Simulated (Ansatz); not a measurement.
# Which method gave which barrier?

Saddle point of SiHOF, singlet (SiHOF ([OH][Si][F]) → SiHOF ([O][SiH][F]); bonds formed: H1–Si3; bonds broken: H1–O2), PBE0-D4/def2-TZVP structure:

```
atom    x (Å)    y (Å)    z (Å)
  H1  -1.1404  -0.1073   0.7764
  O2  -0.9016   0.4566  -0.6542
 Si3   0.2667  -0.1275   0.1761
  F4   1.7754  -0.2218  -0.2984
```

Program: Ansatz 0.2.0. Basis: def2-TZVPP, with def2-QZVPP for the basis limit. Cores are frozen in the correlated methods. Extrapolation: Hartree–Fock as exp(−7.88 √X), correlation as X^−2.97. Four methods, as single points on the PBE0-D4 structures, gave these electronic barriers from the start structure: 225.4, 249.9, 263.1, 358.4 kJ/mol.

The methods were, in alphabetical order, HF, MP2, PBE0-D4, SPW92. Which gave which? (A judgement: the text doesn't fix the answer.)

The calculation gives: SPW92 225.4; MP2 249.9; PBE0-D4 263.1; HF 358.4 kJ/mol. For comparison, CCSD(T) at an estimated basis limit (MP2 extrapolated from triple and quadruple zeta, plus CCSD(T) − MP2 in triple zeta) gives 266.1 kJ/mol.

T1 diagnostic: at most 0.025. The restricted Hartree–Fock reference is unstable towards an unrestricted one at one or more of these structures.

Labels in which every atom is bracketed show which atoms are joined, not bond orders.

For scale, one of the runs: CCSD(T)/def2-TZVPP, 118 basis functions, launched by `ansatz run in.yaml --threads 2 --pin off --events-out ev --progress --plain --max-ram 4352MiB`. The run took about 12 s on 2 CPU threads of an AMD EPYC 7R43 (shared host).
